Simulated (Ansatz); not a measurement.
hcp Tb was calculated with r²SCAN-D4 (plane waves, PAW; Ansatz, a program for electronic structure).

Settings: plane-wave cutoff 500 eV, 24×24×14 k mesh (along the axes of the cell as run), Fermi–Dirac smearing 0.1 eV, spin-polarised with parallel moments, scalar-relativistic PAW data made under PBE.

Cell (relaxed at this level):

```cif
data_Tb2
_chemical_formula_sum 'Tb2'
_space_group_name_H-M_alt 'P63/mmc'
_space_group_IT_number 194
_space_group_name_Hall '-P 6c 2c'
_cell_length_a 3.61115
_cell_length_b 3.61115
_cell_length_c 5.77532
_cell_angle_alpha 90.000
_cell_angle_beta 90.000
_cell_angle_gamma 120.000
loop_
_atom_site_label
_atom_site_type_symbol
_atom_site_symmetry_multiplicity
_atom_site_Wyckoff_symbol
_atom_site_fract_x
_atom_site_fract_y
_atom_site_fract_z
_atom_site_occupancy
Tb1 Tb 2 c 0.33333 0.66667 0.25000 1
```

Problem. Predict the magnetic moment per atom (the cell's total over its atoms).

Solution. 
magnetic moment per atom (the cell's total over its atoms): 6.63 μB

Note: the 4f shell is treated without U or exact exchange, so its levels and filling can be wrong; the collinear magnetic order is the start's and need not be the measured one.

Moments are spin moments.

Spin–orbit coupling is not included.

Computed values are for the static lattice.

Cost on a shared machine: very roughly 30 core-minutes.
